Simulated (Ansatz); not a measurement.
in.yaml

```yaml
crystal:
  periodic: [false, false, false]
  atoms:
    - {symbol: B, position_ang: [0.000000, -0.497870, 0.426306]}
    - {symbol: C, position_ang: [0.000000, 0.241546, 0.543389]}
    - {symbol: S, position_ang: [0.000000, 0.053783, -0.372342]}
    - {symbol: H, position_ang: [0.000000, 0.750834, 0.797570]}
basis:
  gaussian: {orbitals: cc-pVDZ}
magnetization: {spin_polarized: true, initial_magnetization: 2}
correlation: {method: ccsd, electrons: valence}
```

```sh
$ ansatz run in.yaml --threads 1 --pin off --events-out ev --progress --plain --max-ram 2393MiB
```

One thing in this input was set wrong on purpose, beside settings that are merely unusual. What is the gravest fault, and what does the program do?

Coordinates in the wrong unit (values in bohr typed as Å, so distances are 1.89 times too long). How the run ends: converged.
```
500 factors; integrals over basis functions are off by at most 1.7e-4 eV
mean field evaluation 1: about -12394.8285 eV, gradient 5.2e1 eV
mean field evaluation 2: about -12395.5114 eV, gradient 5.2e1 eV
mean field evaluation 4: about -12405.3093 eV, gradient 2.9e0 eV
mean field evaluation 8: about -12405.5348 eV, gradient 3.2e-1 eV
mean field evaluation 16: about -12394.8317 eV, gradient 5.2e1 eV
mean field evaluation 32: about -12400.3860 eV, gradient 1.1e1 eV
mean field -12405.53728671 eV, -455.8950865113 hartree, gradient 3.1e-6 eV, S^2 2.011476; 0 other end points of the search recorded, 0 dependent functions left out
7 core orbitals not correlated: weight in the atoms' cores, before any rotation towards them, 0.998 or more for the frozen orbitals, at most 0.001 for the correlated occupied ones
reference -12405.53728671 eV, -455.8950865113 hartree; 8, 6 occupied and 36, 38 virtual orbitals, 500 factors
second order -6.62509184 eV of doubles, -0.00000000 eV of singles
cycle   1  -7.05882133 eV  change   -4.3e-1 eV  update   5.2e-2
cycle   2  -7.23878840 eV  change   -1.8e-1 eV  update   1.8e-2
cycle   3  -7.25514552 eV  change   -1.6e-2 eV  update   6.5e-3
cycle   4  -7.25292879 eV  change    2.2e-3 eV  update   2.8e-3
cycle   5  -7.25342383 eV  change   -5.0e-4 eV  update   1.2e-3
cycle   6  -7.25354582 eV  change   -1.2e-4 eV  update   5.5e-4
cycle   7  -7.25350898 eV  change    3.7e-5 eV  update   2.6e-4
cycle   8  -7.25353224 eV  change   -2.3e-5 eV  update   9.2e-5
cycle   9  -7.25352403 eV  change    8.2e-6 eV  update   3.1e-5
cycle  10  -7.25353044 eV  change   -6.4e-6 eV  update   1.2e-5
Total energy: -12412.79081714 eV, -456.1616488382 hartree
```
